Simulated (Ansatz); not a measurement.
Geometry optimisation, Ansatz 0.2.0, UKS B3LYP-D4/def2-SVP.

Input file:

```yaml
crystal:
  periodic: [false, false, false]
  atoms:
    - { symbol: Al, position_ang: [-1.65055, -0.63398, -0.97825] }
    - { symbol: Al, position_ang: [0.22678, 1.03273, -0.24664] }
    - { symbol: S, position_ang: [0.91875, -0.72158, 0.98223] }
    - { symbol: H, position_ang: [-2.70462, -1.83922, -1.30317] }
    - { symbol: H, position_ang: [1.26129, 2.22323, 0.03644] }
    - { symbol: H, position_ang: [1.94836, -0.06118, 1.50939] }
magnetization:
  spin_polarized: true
  initial_magnetization: 1
basis:
  gaussian: { orbitals: def2-SVP }
hamiltonian:
  xc: b3lyp
  dispersion: d4
relax:
  f_tol: 0.015
  max_steps: 40
```

Command:

```bash
$ ansatz run input.yaml --threads 1 --pin off --max-ram 2048MiB --backend cpu --events-out ev --progress --plain --runs-dir out
```

Problem. Where does it end, and by what steps?

Solution. The run converged. After 11 steps the energy has fallen by 0.913 eV; H4 moved furthest, 0.79 Å.

```
step  energy less start (eV)  largest force component (eV/Å)  accepted
   0                  0.0000                           1.354       yes
   1                 -0.4018                           0.578       yes
   2                 -0.5583                           0.475       yes
   3                 -0.6774                           0.546       yes
   4                 -0.7905                           0.836       yes
   5                 -0.8403                           0.627       yes
   6                 -0.8816                           0.275       yes
   7                 -0.8960                           0.135       yes
   8                 -0.9119                           0.038       yes
   9                 -0.9129                           0.020       yes
  10                 -0.9127                           0.034        no
  11                 -0.9132                           0.009       yes
```

```xyz
6
Properties=species:S:1:pos:R:3
Al -2.127 -0.421 -0.670
Al 0.206 0.457 -0.048
S 1.356 -0.752 1.404
H -2.530 -1.364 -1.904
H 0.763 1.911 -0.374
H 2.332 0.168 1.592
```

Time of the run: 52 s on 1 thread of Arm Neoverse V1, on a shared host, peak memory 0.18 GiB.
